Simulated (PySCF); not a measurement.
**Which determinant of CF⁺ lies lowest?**

Unrestricted PBE0; basis C aug-cc-pVDZ, F aug-cc-pVDZ; no relativity; PySCF 2.14. Outer shells of the fragments: C+ 2s2 2p1; F 2s2 2p5.

Followed along the bond (rough minima from three points):

```
2Ms+1  unpaired  ⟨S²⟩ at the start  R at minimum (Å)  Te (eV)
    1      none               0.00              1.16     0.00
    3  σ ↑, π ↑               2.01              1.22     4.32
```

Solutions found at the starting distance of 1.425 Å, counted from the lowest of them; the search is not exhaustive and high or unbound solutions are not listed, so other states can lie among these:

```csv
2Ms+1,unpaired,term,E (eV),⟨S²⟩,⟨Lz²⟩,μ (D)
1,none,¹Σ⁺,0.00,0.00,0.00,-2.73
3,"σ ↑, π ↑",³Π,3.64,2.01,1.00,-3.52
3,π ↑↑,mixed,6.04,2.01,2.01,-0.22
3,π ↑↑,mixed,6.34,2.01,2.01,-0.28
3,σ ↑↑,³Σ⁺,9.84,2.01,0.00,-3.56
```

A term symbol is given only where ⟨S²⟩ and ⟨Lz²⟩ are close to those of a pure state; real π, δ and φ orbitals otherwise mix terms. A positive dipole points towards F; it is taken about the centre of mass and depends on that origin.

**Question.** Compare the gap between the two lowest followed solutions at the starting distance with the gap between their minima.

**Answer.** At PBE0 the second solution (triplet, unpaired electrons σ ↑, π ↑) lies +3.64 eV from the first (singlet, closed shell) at 1.425 Å and +4.32 eV at the minima; the two curves relax by different amounts, since their minima lie near 1.22 and 1.16 Å.

Counting both spins, an empty level lies below a filled one in some of these solutions, because spin and occupation are held.
